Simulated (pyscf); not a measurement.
Four-centre exchange: O=Si(OH)–OH (SMILES O=[Si](O)O) + H₂O (SMILES O) → O=Si(OH)–OH (SMILES O=[Si](O)O) + H₂O (SMILES O)

Gas phase, singlet surface, charge 0. Bonds broken: Si2–O7, O3–H8. Bonds formed: Si2–O3, O7–H8. Optimised with ωB97X-D3(BJ)/def2-SVP in PySCF.

Transition state (Å):

```xyz
9

O     -0.7908     0.8549     1.5751
Si    -0.9788     0.6031     0.0811
O     -0.9020    -1.1386    -0.4440
O     -2.0784     1.2956    -0.9125
H     -0.8812    -1.7556     0.3012
H     -2.0899     1.0411    -1.8402
O      0.5501     0.5059    -0.9028
H      0.1703    -0.6601    -0.8088
H      1.3373     0.7573    -0.3993
```

One imaginary mode, 1194i cm⁻¹; descent along it reached the two sides named, in the forms told below.

```csv
bond,change,reactant side (Å),saddle,product side
Si2–O7,breaks,1.667,1.821,1.980
O3–H8,breaks,0.970,1.230,2.586
Si2–O3,forms,1.980,1.821,1.667
O7–H8,forms,2.589,1.230,0.970
```

Electronic energies relative to the separated reactants (kcal/mol):

```csv
level,barrier,reaction energy,reverse barrier
ωB97X-D3(BJ)/def2-TZVP,-3.2,0.0,-3.2
PBE/def2-TZVP,-4.1,0.0,-4.1
r²SCAN/def2-TZVP,-5.2,0.0,-5.2
B3LYP-D3(BJ)/def2-TZVP,-1.7,0.0,-1.7
PBE0-D3(BJ)/def2-TZVP,-5.1,0.0,-5.1
M06-2X/def2-TZVP,-5.4,0.0,-5.4
ωB97M-D3(BJ)/def2-TZVP,-2.9,0.0,-2.9
HF/def2-TZVP,9.0,0.0,9.0
```

With ωB97M-D3(BJ)/def2-TZVP energies and thermal terms (ideal gas, 1 atm, RRHO with modes under 100 cm⁻¹ raised to 100, one conformer, R ln 2 for chiral ones without a mode under 150 cm⁻¹), in kcal/mol:

```json
[
 {"T (K)": "298", "ΔH‡": "-4.0", "ΔG‡": "6.7", "ΔH": "0.0", "ΔG": "0.0"},
 {"T (K)": "600", "ΔH‡": "-4.0", "ΔG‡": "17.6", "ΔH": "0.0", "ΔG": "0.0"},
 {"T (K)": "900", "ΔH‡": "-3.4", "ΔG‡": "28.2", "ΔH": "0.0", "ΔG": "0.0"},
 {"T (K)": "1200", "ΔH‡": "-2.7", "ΔG‡": "38.7", "ΔH": "0.0", "ΔG": "0.0"}
]
```

On the reactant side the descent ends in an adduct with a O–Si contact, 20.3 kcal/mol under the separated species and 17.1 kcal/mol under the saddle at ωB97X-D3(BJ)/def2-TZVP. On the product side the descent ends in an adduct with a O–Si contact, 20.3 kcal/mol under the separated species and 17.1 kcal/mol under the saddle at ωB97X-D3(BJ)/def2-TZVP. At ωB97X-D3(BJ), PBE, r²SCAN, B3LYP-D3(BJ), PBE0-D3(BJ), M06-2X, ωB97M-D3(BJ) the saddle lies under the separated reactants, which points to a path from their complex (located at ωB97X-D3(BJ) alone). At ωB97X-D3(BJ), PBE, r²SCAN, B3LYP-D3(BJ), PBE0-D3(BJ), M06-2X, ωB97M-D3(BJ) the saddle lies under the separated products, which points to a path from their complex (located at ωB97X-D3(BJ) alone). What is counted as formed (O–Si) is already present as a longer contact in the reactant adduct; forming that adduct is a step of its own. What is counted as broken (O–Si) persists as a longer contact in the product adduct; parting that adduct is a step of its own. This is the saddle that the search found; another between the same sides may lie lower.
